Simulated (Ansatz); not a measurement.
Rock-salt HfN was calculated with rVV10 (Ansatz, an electronic-structure program, PAW).

Numerical settings: plane-wave cutoff 520 eV, 22×22×22 k mesh, Fermi–Dirac smearing 0.05 eV, scalar-relativistic PAW data made under PBE.

Results at a series of volumes:

| V (Å³/atom) | E − E_lowest (meV/atom) | P (GPa) |
|---|---|---|
| 11.269 | 38.44 | 18.08 |
| 11.509 | 16.47 | 11.40 |
| 11.748 | 3.97 | 5.40 |
| 11.988 | 0.00 | 0.00 |
| 12.228 | 3.70 | -4.86 |
| 12.468 | 14.29 | -9.23 |
| 12.708 | 31.10 | -13.16 |

Task: Estimate the bulk modulus from the pressures at 11.748 and 12.228 Å³/atom, and compare it with a fit to all energies.

Result: B = −V dP/dV. Between V = 11.748 and 12.228 Å³/atom, dP/dV = (-4.86 − (5.40))/(12.228 − 11.748) = -21.4 GPa per Å³/atom; at the midpoint 11.988 Å³/atom this gives B ≈ 256 GPa. The third-order Birch–Murnaghan fit gives V0 = 11.988 Å³/atom, B0 = 256 GPa, B′ = 4.3, which lies within 1 % of that estimate.

Measured, for comparison: bulk modulus 260 GPa (room temperature, no zero-point or thermal correction, our sources range from 260 to 306; as tabulated in Synthesis of Binary Transition Metal Nitrides, Carbides and Borides from the …); equilibrium volume per atom 11.57 Å³/atom (room temperature, no zero-point or thermal correction; as tabulated in Seo, Lee, Wen, Petrov, Greene, Gall, J. Appl. Phys. 96, 878 (2004)). Computed (rounded) less measured: bulk modulus not scored (sources differ), equilibrium volume per atom +3.6 %.

Spin–orbit coupling is not included.

It cost roughly 2.3 core-minutes of CPU time.
